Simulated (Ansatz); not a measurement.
Worked example: correlation energy of BF, triplet

Geometry: that of the BF, singlet, kept fixed. The singlet lies 3.4 eV lower here.

```xyz
2

B     0.0000    0.0000    0.0000
F     0.0000    0.0000    1.2631
```

Basis 6-31G; Ansatz 0.2.0. Correlated methods freeze the noble-gas cores, which leaves 10 electrons in 16 orbitals. R marks a restricted (for open shells ROHF) determinant, U an unrestricted one.

Full CI is exact within this basis and frozen core; it isn't the basis-set limit. The frozen core follows each run's orbitals, which can shift R against U totals by a few meV.

Runs differ by some tens of microhartree through their thresholds and, for an open shell, their frozen cores, so steps under 0.1 kcal/mol mean nothing.

```tsv
level	total energy (hartree)
UHF	-123.965379
UMP2	-124.107961
UCCSD	-124.110394
UCCSD(T)	-124.112926
UCCSDT	-124.113268
UCCSDT(Q)	-124.113571
UCCSDTQ	-124.113524
full CI	-124.113508
```

Task: What is the correlation energy at full CI, and what share of it do UMP2 and UCCSD(T) recover?

Result: E(corr) = -124.113508 − (-123.965379) = -0.148129 hartree = -4.031 eV. UMP2: -0.142582 / -0.148129 = 96.26 %. UCCSD(T): -0.147547 / -0.148129 = 99.61 %.

Task: By how many kcal/mol does UCCSD(T) miss full CI (1 hartree = 627.509 kcal/mol), and which steps make up the rest?

Result: -124.112926 − (-124.113508) = 0.000582 hartree = 0.37 kcal/mol. Steps: UCCSDT − UCCSD(T) = -0.21, UCCSDT(Q) − UCCSDT = -0.19, UCCSDTQ − UCCSDT(Q) = 0.03, full CI − UCCSDTQ = 0.01 kcal/mol. That is within 1 kcal/mol of the reference in this basis, which itself misses far more of the correlation at the basis-set limit.
